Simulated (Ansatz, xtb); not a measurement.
Molecule: difluoromethane, CH2F2, charge 0, multiplicity 1. 
Coordinates optimised at B3LYP-D3(BJ)/def2-TZVP (Ansatz, a quantum-chemistry and plane-wave program):
```
C
F 1 1.3618
F 1 1.3618 2 108.56
H 1 1.0913 2 108.69 3 -118.06
H 1 1.0913 4 113.42 3 -121.01
```

Harmonic wavenumbers from GFN2-xTB (xtb, at its own minimum), cm⁻¹: 479, 1061, 1063, 1075, 1204, 1307, 1406, 2921, 2924.

Give the harmonic wavenumbers at B3LYP-D3(BJ)/def2-TZVP (Ansatz, finite differences of forces, unscaled).

524, 1076, 1109, 1183, 1269, 1460, 1532, 3050, 3120 cm⁻¹. Zero-point energy 20.5 kcal/mol.

From these and the geometry, give the ideal-gas thermochemistry at 298.15 K and 1 atm (rigid rotor, harmonic oscillator).

Point group C2v, rotational symmetry number 2. Rotational constants 49.3, 10.5, 9.185 GHz. S(trans) 37.77, S(rot) 20.36, S(vib) 0.83, S(elec, spin only) 0.00, S 59.0 cal/(mol K). H(298) - H(0) 2.56 kcal/mol; G - E(el) 5.5 kcal/mol. Tabulated S at 1 bar: 59.0 cal/(mol K) (CRC Handbook, as tabulated in the package chemicals).
